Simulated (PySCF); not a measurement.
Worked example for hydrogen peroxide: proton affinity at atom O1

Structure: `OO` (H2O2). Numbering: `[OH:1][OH:2]`

Level of theory: PBE0-D3(BJ)/def2-TZVP single points in PySCF, grid level 2; every species was optimised with PBE0-D3(BJ)/def2-SVP. Thermal corrections: PBE0-D3(BJ)/def2-SVP frequencies, unscaled, ideal gas at 298.15 K and 1 bar, quasi-RRHO entropy.

Step: `O[OH2+]` → `OO` + H⁺.

```csv
species,charge,multiplicity,E / Eh
O[OH2+],1,1,-151.722931
OO,0,1,-151.455429
```

Thermal terms, products less reactant: Δ(H − E) = -27.49 kJ/mol, Δ(G − E) = -57.56 kJ/mol (the bare proton has no electronic energy, H = 5/2 RT). 1 Eh = 2625.50 kJ/mol.

Problem. What are ΔE, ΔH and ΔG of this step?

Solution. ΔE = 0.267502 Eh = 702.33 kJ/mol; ΔH = 674.8 kJ/mol; ΔG = 644.8 kJ/mol, all in the gas phase at 298.15 K and 1 bar. The digits show the arithmetic; the method itself can be off by 10 kJ/mol or more. The Active Thermochemical Tables (1.112) give ΔH = 666.2 kJ/mol.
